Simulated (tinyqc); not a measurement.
Worked calculation: geometry optimisation on the RHF/sto-6g surface (energies and gradients from PySCF), for CH3+, spin multiplicity 1. One step of it, computed by the program tinyqc.

Problem. Step 1: move. Quasi-Newton step p = -H^(-1) g (first H = 0.6 times the unit matrix); steps longer than 0.3 bohr are cut back (factor 0.728 here).

positions at the start (bohr), order 1C, 2H, 3H, 4H:
$$\begin{pmatrix}
-0.043464 & 0.085038 & 0.018897 \\
1.906734 & -0.028346 & -0.028346 \\
-1.050688 & 1.604377 & 0.079368 \\
-0.958091 & -1.662959 & 0.051023
\end{pmatrix}$$

gradient (hartree/bohr), order 1C, 2H, 3H, 4H:
$$\begin{pmatrix}
-0.04869353 & 0.10414474 & 0.00153299 \\
-0.08578443 & -0.00756104 & 0.00323259 \\
0.09603418 & -0.16029658 & -0.00466821 \\
0.03844377 & 0.06371288 & -0.00009738
\end{pmatrix}$$

Give: positions after step 1.

Solution.

positions after step 1 (bohr), order 1C, 2H, 3H, 4H:
$$\begin{pmatrix}
0.016 & -0.041 & 0.017 \\
2.011 & -0.019 & -0.032 \\
-1.167 & 1.799 & 0.085 \\
-1.005 & -1.740 & 0.051
\end{pmatrix}$$
